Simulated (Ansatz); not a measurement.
Ytterbium, fcc: convergence with the k-point mesh

Computed with Ansatz, r²SCAN, scalar-relativistic PAW, on the relaxed cell (a = 5.219 Å; spin not included). Errors count from a run at 500 eV on a Γ-centred 17×17×17 mesh with Fermi-Dirac smearing of 0.1 eV, extrapolated to zero width. Fixed here: cutoff 500 eV, Fermi-Dirac width 0.1 eV. The SCF starts from atomic densities corrected by a trained network.

```csv
k-mesh,E(σ→0) error (meV/atom),P (GPa),SCF iterations
2×2×2,-184.2,-7.85,13
3×3×3,127.7,0.97,13
4×4×4,-32.7,-0.11,13
6×6×6,23.8,0.04,15
8×8×8,-4.7,-0.02,12
11×11×11,-0.6,-0.03,12
15×15×15,0.0,-0.03,14
```

Q: What does the run at 5×5×5 give (k-mesh)?

A: E(σ→0) error (meV/atom): -19.5; P (GPa): -0.04; SCF iterations: 13.

Within 5 meV/atom of the last row: from 8×8×8 on.
